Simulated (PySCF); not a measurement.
**AlP, triplet in 6-31G: errors against full CI**

Geometry: a point of a stretch scan, not a stationary point.

```csv
atom,x (Å),y (Å),z (Å)
Al,0.0000,0.0000,0.0000
P,0.0000,0.0000,2.4330
```

Basis 6-31G; PySCF 2.14.0. Only valence electrons are correlated (noble-gas cores frozen), which leaves 8 electrons in 16 orbitals. R marks a restricted (for open shells ROHF) determinant, U an unrestricted one.

Full CI is exact within this basis and frozen core; it isn't the basis-set limit. The frozen core follows each run's orbitals, which can shift R against U totals by a few meV.

```
UHF ⟨S²⟩                            : 2.117
⟨S²⟩ of the determinant under UCCSD : 2.016
T1 diagnostic (ROHF- or RHF-based CCSD)               : 0.0242
largest doubles amplitude (ROHF- or RHF-based CCSD)   : 0.061
T1 diagnostic (UCCSD)               : 0.0203
```

```csv
level,E − E(full CI) (kcal/mol),share of correlation (%),wall time
RHF,45.68,0.00,–
RMP2,14.57,68.10,–
UMP2,14.34,68.61,–
RCCSD,1.22,97.33,–
UCCSD,1.20,97.38,–
RCCSD(T),0.36,99.21,0.38 s
UCCSD(T),0.36,99.21,0.23 s
RCCSDT,0.07,99.85,2.8 s
UCCSDT,0.06,99.86,2.6 s
```

The correlation energy at full CI, counted from RHF, is -1.981 eV. The search over symmetries took 22 s on 1 thread of Intel Xeon, shared host; the state has 612,960 determinants.

Run but not shown, since their state, orbitals or frozen core can't be matched to the reference's or they repeat it: UHF.

Times are those of the correlated step on a shared host, with one SCF added for the restricted CCSD run; they ran on 1 thread of Intel Xeon.

The full-CI state has the irrep A2 of C2v, in the program's axes (one component, if the state is degenerate).

Natural occupations of full CI about the gap: 1.981 1.960 1.886 0.995 0.995 0.050 0.050 0.046 0.011 0.006; effectively unpaired electrons, Σ n²(2−n)², 2.08.
